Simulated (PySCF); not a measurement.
C2H5N, triplet, at a GFN2-xTB geometry of the parent state (a higher spin typed on purpose: for a closed-shell molecule this is an excited state); DF-HF/def2-TZVP (PySCF).

Input for PySCF:
```python
from pyscf import gto, scf

mol = gto.Mole()
mol.atom = '''
    C    -0.042523   -0.387335    0.739477
    N    -0.010113    0.851467   -0.001267
    C    -0.050375   -0.389627   -0.737777
    H     0.896705    1.308336   -0.006796
    H    -0.967036   -0.571862    1.268984
    H    -0.980460   -0.575781   -1.256853
    H     0.846193   -0.727637    1.259237
    H     0.832773   -0.731555   -1.265897
'''
mol.basis = 'def2-tzvp'
mol.charge = 0
mol.spin = 2
mol.verbose = 4
mol.build()

mf = scf.UHF(mol)
mf = mf.density_fit(auxbasis='def2-universal-jkfit')
mf.kernel()
```

It wrote (shortened):

```
PySCF version 2.14.0

[INPUT] verbose = 4
[INPUT] num. atoms = 8
[INPUT] num. electrons = 24
[INPUT] charge = 0
[INPUT] spin (= nelec alpha-beta = 2S) = 2
[INPUT] symmetry False subgroup None
[INPUT] Mole.unit = angstrom
[INPUT] Symbol           X                Y                Z      unit          X                Y                Z       unit  Magmom
[INPUT]  1 C     -0.042523000000  -0.387335000000   0.739477000000 AA   -0.080356823995  -0.731957068458   1.397409005415 Bohr   0.0
[INPUT]  2 N     -0.010113000000   0.851467000000  -0.001267000000 AA   -0.019110800298   1.609039434105  -0.002394283000 Bohr   0.0
[INPUT]  3 C     -0.050375000000  -0.389627000000  -0.737777000000 AA   -0.095194953525  -0.736288320736  -1.394196471003 Bohr   0.0
[INPUT]  4 H      0.896705000000   1.308336000000  -0.006796000000 AA    1.694526864528   2.472396718909  -0.012842578743 Bohr   0.0
[INPUT]  5 H     -0.967036000000  -0.571862000000   1.268984000000 AA   -1.827433192595  -1.080662561046   2.398032216455 Bohr   0.0
[INPUT]  6 H     -0.980460000000  -0.575781000000  -1.256853000000 AA   -1.852800876091  -1.088068397728  -2.375107948838 Bohr   0.0
[INPUT]  7 H      0.846193000000  -0.727637000000   1.259237000000 AA    1.599073018524  -1.375034648100   2.379613055919 Bohr   0.0
[INPUT]  8 H      0.832773000000  -0.731555000000  -1.265897000000 AA    1.573712893932  -1.382438595056  -2.392198631909 Bohr   0.0

nuclear repulsion = 76.8432668189269
number of shells = 53
number of NR pGTOs = 178
number of NR cGTOs = 123
basis = def2-tzvp
ecp = {}

******** <class 'pyscf.df.df_jk.DFUHF'> ********
method = DFUHF
initial guess = minao
damping factor = 0
level_shift factor = 0
DIIS = <class 'pyscf.scf.diis.CDIIS'>
diis_start_cycle = 1
diis_space = 8
diis_damp = 0
SCF conv_tol = 1e-09
SCF conv_tol_grad = None
SCF max_cycles = 50
direct_scf = False
number electrons alpha = 13  beta = 11
Set gradient conv threshold to 3.16228e-05
******** <class 'pyscf.df.df.DF'> ********
auxbasis = def2-universal-jkfit
init E= -133.730013976281

cycle= 1 E= -132.762964061243  delta_E= 0.967  |g|= 0.346  |ddm|= 9.27

cycle= 2 E= -132.836225878511  delta_E= -0.0733  |g|= 0.166  |ddm|= 2.02
cycle= 3 E= -132.85254385171  delta_E= -0.0163  |g|= 0.0548  |ddm|= 0.59
cycle= 4 E= -132.859442002157  delta_E= -0.0069  |g|= 0.0297  |ddm|= 0.816
cycle= 5 E= -132.86318423347  delta_E= -0.00374  |g|= 0.0199  |ddm|= 0.796
cycle= 6 E= -132.864954521427  delta_E= -0.00177  |g|= 0.0132  |ddm|= 0.632
cycle= 7 E= -132.865686483978  delta_E= -0.000732  |g|= 0.0084  |ddm|= 0.382
cycle= 8 E= -132.86604707382  delta_E= -0.000361  |g|= 0.0036  |ddm|= 0.34
cycle= 9 E= -132.8661020053  delta_E= -5.49e-05  |g|= 0.00116  |ddm|= 0.117
cycle= 10 E= -132.866105524155  delta_E= -3.52e-06  |g|= 0.000374  |ddm|= 0.011
cycle= 11 E= -132.866105890661  delta_E= -3.67e-07  |g|= 0.000152  |ddm|= 0.011
cycle= 12 E= -132.866105981614  delta_E= -9.1e-08  |g|= 7.25e-05  |ddm|= 0.00741
cycle= 13 E= -132.866106016208  delta_E= -3.46e-08  |g|= 3.95e-05  |ddm|= 0.00652
cycle= 14 E= -132.866106024045  delta_E= -7.84e-09  |g|= 1.95e-05  |ddm|= 0.00273
cycle= 15 E= -132.866106026324  delta_E= -2.28e-09  |g|= 6.67e-06  |ddm|= 0.00193
cycle= 16 E= -132.86610602648  delta_E= -1.56e-10  |g|= 2.79e-06  |ddm|= 0.000428
Extra cycle  E= -132.866106026491  delta_E= -1.09e-11  |g|= 1.65e-06  |ddm|= 4e-05
converged SCF energy = -132.866106026491  <S^2> = 2.0123468  2S+1 = 3.00822
```
